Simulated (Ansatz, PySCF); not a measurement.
Species: dihydrogen, H2, net charge 0, singlet state. SMILES: [H][H]
Geometry: optimised at B3LYP-D3(BJ)/def2-TZVP (Ansatz, a first-principles code).


Wanted: enthalpy of formation at 298 K (from the atomisation energy, B3LYP-D3(BJ)/def2-TZVP harmonic zero-point and thermal terms from PySCF, and the atoms' enthalpies of formation in the G2/97 table; no spin-orbit terms, and no core term in the frozen-core levels), in kcal/mol. UHF or UKS for open shells. Spin-orbit coupling is left out. Non-relativistic. CBS marks a two-point X^-3 extrapolation of the correlation energy; Hartree-Fock from the larger set (for Q and 5 zeta extrapolated as (X+1)exp(-9√X)).

| level | program | enthalpy of formation at 298 K (kcal/mol) |
|---|---|---|
| HF/6-31G | Ansatz | 27.9 |

Task: Predict the CCSD(T)/CBS(cc-pVQZ,cc-pV5Z) result (Ansatz).

Result: 0.1 kcal/mol
